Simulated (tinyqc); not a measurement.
Extended Hueckel theory, for BH-, step by step. The parameters take no account of the charge, which enters only through the electron count, and nothing here shows that the anion is bound. One step of it, computed by the program tinyqc.

Problem. Wolfsberg-Helmholz matrix. H_ij = K' S_ij (H_ii + H_jj)/2 for i != j (the diagonal keeps H_ii), with K' = K + D^2 + D^4 (1 - K), D = (H_ii - H_jj)/(H_ii + H_jj), K = 1.75.

overlap S:
```
           1B 2s    1B 2px    1B 2py    1B 2pz     2H 1s
1B 2s   1.000000  0.000000  0.000000  0.000000  0.538312
1B 2px  0.000000  1.000000  0.000000  0.000000  0.000000
1B 2py  0.000000  0.000000  1.000000  0.000000  0.000000
1B 2pz  0.000000  0.000000  0.000000  1.000000  0.559639
2H 1s   0.538312  0.000000  0.000000  0.559639  1.000000
```

diagonal H_ii (eV): 1B 2s -15.200000, 1B 2px -8.500000, 1B 2py -8.500000, 1B 2pz -8.500000, 2H 1s -13.600000

K = 1.750000

Give: H.

Solution.

H (eV):
```
          1B 2s  1B 2px  1B 2py   1B 2pz    2H 1s
1B 2s   -15.200   0.000   0.000    0.000  -13.589
1B 2px    0.000  -8.500   0.000    0.000    0.000
1B 2py    0.000   0.000  -8.500    0.000    0.000
1B 2pz    0.000   0.000   0.000   -8.500  -11.138
2H 1s   -13.589   0.000   0.000  -11.138  -13.600
```
